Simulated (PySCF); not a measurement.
Compound: C₂H₇PS.
Structure used (PBE0-D3(BJ)/def2-TZVP), in Å, numbered top down from 1:
```xyz
11
C2H7PS angstrom
C     -1.2846   -0.6642    0.3043
P     -0.1766    0.7201   -0.0553
C      1.4554   -0.0248   -0.2848
S     -0.2511    2.1909    1.1958
H     -1.1720   -1.4629   -0.4317
H     -2.3115   -0.2979    0.2992
H     -1.0556   -1.0403    1.3026
H     -0.5396    1.0454   -1.3845
H      2.1484    0.7516   -0.6093
H      1.7959   -0.4155    0.6754
H      1.4238   -0.8281   -1.0243
```

All values: wB97X-D/pcSseg-2 (PySCF, non-relativistic), on one gas-phase PBE0-D3(BJ)/def2-TZVP geometry that isn't relaxed in the solvent. The solvent is an IEF-PCM continuum (Bondi radii, 1.10 Å for H, scaled by 1.2). The model holds no explicit solvent molecules, cavitation or dispersion.

Gas phase at wB97X-D/pcSseg-2: HOMO -8.34 eV, LUMO 1.79 eV, dipole 4.85 D.

What does the continuum do to the energy, the frontier levels and the dipole at wB97X-D/pcSseg-2 in chloroform?

| solvent | ε | E(solvent) − E(gas) (kcal/mol) | polarisation term (kcal/mol) | distortion of the solute (kcal/mol) | HOMO (eV) | LUMO (eV) | dipole (D) |
| --- | --- | --- | --- | --- | --- | --- | --- |
| chloroform | 4.711 | -6.65 | -8.14 | 1.49 | -8.59 | 2.14 | 6.35 |

The polarisation term is half the interaction of the solute with the surface charges that it induces; the rest is the cost of distorting the solute's density. The sum is the electrostatic part of solvation alone.

Which radius a makes the point-dipole formula ΔE = −[(ε − 1)/(2ε + 1)]·μ²/a³ give the value in chloroform, with the gas-phase dipole?

μ = 1.908 au and |ΔE| = 0.01059 Eh give a = 2.63 Å; the farthest nucleus lies 2.51 Å from the centroid of the nuclei. The formula assumes a rigid point dipole at the centre of a sphere.

Give the dipole vector in the frame of the coordinates (D, pointing from negative to positive charge), gas and chloroform.

Gas (0.41, -4.11, -2.54), solvent (0.50, -5.31, -3.45). Its length changes by +31 % and its direction by 1°.

wB97X-D is run here without its empirical dispersion term; that term would change no orbital, density or response property at a fixed geometry.
